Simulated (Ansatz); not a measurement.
Abridged output of a molecular run in Ansatz:

```
Functional definition: HF
900 factors; integrals over basis functions are off by at most 1.2e-3 eV
mean field evaluation 1: about -8337.7186 eV, gradient 4.2e1 eV
mean field evaluation 2: about -8337.8594 eV, gradient 4.2e1 eV
mean field evaluation 4: about -8341.7000 eV, gradient 3.9e0 eV
mean field evaluation 8: about -8341.7721 eV, gradient 2.3e-1 eV
mean field -8341.77238464 eV, -306.5544808792 hartree, gradient 1.0e-6 eV, S^2 0.000000; 0 other end points of the search recorded, 0 dependent functions left out
5 core orbitals not correlated: weight in the atoms' cores, before any rotation towards them, 1.000 or more for the frozen orbitals, at most 0.000 for the correlated occupied ones
reference -8341.77238464 eV, -306.5544808792 hartree; 15, 15 occupied and 70, 70 virtual orbitals, 900 factors
second order -21.67033288 eV of doubles, -0.00000000 eV of singles
cycle   1  -21.89238127 eV  change   -2.2e-1 eV  update   1.0e-1
cycle   2  -22.39657069 eV  change   -5.0e-1 eV  update   3.0e-2
cycle   3  -22.53602514 eV  change   -1.4e-1 eV  update   1.5e-2
cycle   4  -22.53179296 eV  change    4.2e-3 eV  update   3.4e-3
cycle   5  -22.53040045 eV  change    1.4e-3 eV  update   1.4e-3
cycle   6  -22.53108872 eV  change   -6.9e-4 eV  update   4.0e-4
cycle   7  -22.53086507 eV  change    2.2e-4 eV  update   1.2e-4
cycle   8  -22.53079764 eV  change    6.7e-5 eV  update   4.0e-5
cycle   9  -22.53080182 eV  change   -4.2e-6 eV  update   1.4e-5
perturbative correction -0.62014409 eV, -0.0227898750 hartree
Total energy: -8364.92333056 eV, -307.4052624493 hartree
```

Its atoms:

```xyz
9

N     1.100   -0.146    1.370
C    -0.005   -0.382    0.854
F    -0.869   -1.183    1.487
C    -0.598    0.103   -0.439
O     0.305    0.862   -1.193
H     1.615    0.497    0.772
H    -0.992   -0.762   -0.987
H    -1.453    0.743   -0.204
H     0.898    0.268   -1.659
```

Q: Which basis set was used?
A. def2-TZVPPD
B. def2-QZVPP
C. def2-SVP
D. cc-pV(T+d)Z

A: C. It gives 90 functions.

Q: Write the keys of the input that set method, charge and spin (a neutral closed shell needs none for the last two).

A: 
```yaml
correlation: {method: ccsd_t}
```
